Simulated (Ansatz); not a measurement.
[S5]2- (S5²⁻). Total charge -2; singlet. Geometry PBE-D4/def2-SVPD, basis def2-TZVPD, Ansatz.

```json
{"run": "A", "HOMO (eV)": "3.41", "LUMO (eV)": "4.88"}
{"run": "B", "HOMO (eV)": "2.73", "LUMO (eV)": "5.12"}
{"run": "C", "HOMO (eV)": "3.17", "LUMO (eV)": "4.94"}
{"run": "D", "HOMO (eV)": "3.16", "LUMO (eV)": "4.64"}
{"run": "E", "HOMO (eV)": "3.29", "LUMO (eV)": "4.80"}
{"run": "F", "HOMO (eV)": "1.43", "LUMO (eV)": "5.84"}
```

HSE06 is defined as in plane-wave codes, on full-range PBE exchange. A multiply charged anion in the gas phase is held together partly by the finite basis.

Task: The runs used BHLYP, BLYP, HSE06, LDA (SPW92), PBE, r2SCAN. Estimate which is which.

Result: A BLYP (0 % exact exchange); B HSE06 (range-separated); C r2SCAN (0 % exact exchange); D LDA (SPW92) (0 % exact exchange); E PBE (0 % exact exchange); F BHLYP (50 % exact exchange). Exact exchange lowers occupied and raises empty levels; among semilocal functionals meta-GGAs tend to open the gap a little, and such runs are hard to tell apart. The gap grows from 1.46 eV (BLYP) to 4.41 eV (BHLYP). At BLYP-D4/def2-TZVPD, HSE06-D4/def2-TZVPD, r2SCAN-D4/def2-TZVPD, LDA (SPW92)/def2-TZVPD and others the highest occupied level of the charge -2 singlet lies above zero (up to 3.41 eV). The electron is either unbound and held by the finite basis, or the level is raised by self-interaction error.
